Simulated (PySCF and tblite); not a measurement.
The numbers below are computed, except where a source is named.
System: C3H4F2O, numbered as in [F:1][CH:2]([F:3])[C@H:4]1[CH2:5][O:6]1.

Motion: rotation about the C2–C4 bond (torsion F1–C2–C4–C5 from 69° to 207°, rising). GFN2-xTB gives an electronic barrier of 3.8 kcal/mol and a reaction energy of 3.3 kcal/mol.

PBE0/pcSseg-1 + D3(BJ) on GFN2-xTB geometries gives 3.4 kcal/mol and k(298 K) = 8.1×10⁹ s⁻¹.

Problem. What does PBE0/pcSseg-1 + D3(BJ), IEF-PCM dichloromethane give on GFN2-xTB geometries?

Solution. A barrier of 2.7 kcal/mol, 0.8 below the first DFT barrier (from unrounded values), a reaction energy of 0.1 kcal/mol and, with GFN2-xTB thermal terms, ΔG‡(298 K) = 3.2 kcal/mol and k = 2.9×10¹⁰ s⁻¹ (1 equivalent path).

Programs: tblite and PySCF.
